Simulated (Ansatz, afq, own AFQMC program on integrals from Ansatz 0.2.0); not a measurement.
# NHBr, quartet: AFQMC among the cluster methods

```xyz
3

Br    0.0000    0.0000   -1.4640
H     0.0000    0.0000    0.1100
N     0.0000    0.0000    1.3540
```

Connectivity, by distances: Br ··· N, 1 bridging H.

Basis cc-pVTZ. Only valence electrons are correlated. AFQMC by an in-house program on the Cholesky factors that Ansatz 0.2.0 writes for its CCSD(T) run. The CISD trial takes its coefficients from CCSD amplitudes. Released means that phaseless walkers are propagated on without the constraint, phases kept. Uncertainties: one standard error, sampling alone. No spin–orbit coupling.

Determinant: UHF, the one that the program's search chose, which needn't be the lowest solution. The geometry is a point of a scan.

No full CI on the walks' own integrals is used here; CCSDT(Q) serves as the reference and is uncertain by about the last step of the cluster series.

Cautions: no relativity below Rb; no spin-orbit coupling; inner d shell frozen; lower spins were not checked.

* T1 diagnostic: 0.0176
* weight of the determinant in the CISD state: 0.876
* ⟨S²⟩ of the determinant: 3.798
* size of the correlated space: 13 electrons in 72 orbitals

Reference: CCSDT(Q), correlation energy -9.119 eV. The released energy is read at 1.62 1/Eh, later times being too noisy (meV from the phaseless value at times in 1/Eh: -10 ± 3 at 0.24, -16 ± 5 at 0.51, -20 ± 5 at 0.99, -20 ± 7 at 1.62, -26 ± 9 at 2.40).

```csv
level,E − E(reference) (kJ/mol),share of correlation (%)
HF,879.9,0.00
MP2,127.8,85.48
CCSD,34.7,96.05
CCSD(T),4.5,99.49
CCSDT,1.3,99.85
ph-AFQMC/CISD,1.7 ± 0.3,99.81
released AFQMC,-0.3 ± 0.7,100.03
```

A walk keeps the symmetry of its determinant, which the program's search chose and which needn't be the lowest solution, so a lower state of the same spin and another symmetry isn't excluded. Released energies are given only where the last usable release times agree within the noise; a slower fall can still hide under it.
